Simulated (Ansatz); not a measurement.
Ansatz (an electronic-structure program) input:

Ansatz 0.2 input:
```yaml
crystal:
  periodic: [false, false, false]
  atoms:
    - {symbol: N, position_ang: [0.00804799, 0.00266289, 1.42197046]}
    - {symbol: C, position_ang: [0.01140717, 1.06904196, 0.59601871]}
    - {symbol: C, position_ang: [0.00691175, -1.06849557, 0.60219581]}
    - {symbol: C, position_ang: [0.01245891, 0.69804775, -0.73644138]}
    - {symbol: C, position_ang: [0.00987074, -0.70533701, -0.73232432]}
    - {symbol: H, position_ang: [0.01317474, 2.07621067, 1.00360253]}
    - {symbol: H, position_ang: [0.00419476, -2.07326770, 1.01573500]}
    - {symbol: H, position_ang: [0.01497954, 1.35326508, -1.60163702]}
    - {symbol: H, position_ang: [0.01005802, -1.36562134, -1.59370605]}
basis:
  gaussian:
    orbitals: def2-TZVP
hamiltonian:
  xc: b3lyp
  dispersion: d3bj
total_charge: -1
relax: {f_tol: 0.002, max_steps: 150}
```

Task: Which total energy does the run end on?

Result: -209.67567 Eh (B3LYP-D3(BJ)/def2-TZVP). The basis has 179 functions. The run takes very roughly 40 core-seconds.

It need not be the lowest isomer of its formula. Whether it binds its extra electron was not tested at this geometry.
